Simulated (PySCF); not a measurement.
Bonds broken one at a time in the series Al F-Br. Gas-phase values, no solvent. Strings in code marks are SMILES.

All values below come from B3LYP-D3(BJ)/def2-TZVP // PBE0-D3(BJ)/def2-TZVP in PySCF. B3LYP has the VWN-RPA correlation part, as in Gaussian. 

```
species                              dipole moment (D)
-----------------------------------  -----------------
whole molecule (`[F][Al]([F])[F]`)                0.00
radical fragment (`[F][Al][F]`)                   1.87
whole molecule (`[Br][Al]([F])[F]`)               0.68
radical fragment (`[F][Al][Br]`)                   ___
```

Q: Complete the blanks.

A: 
- radical fragment (`[F][Al][Br]`), dipole moment (D): 1.65
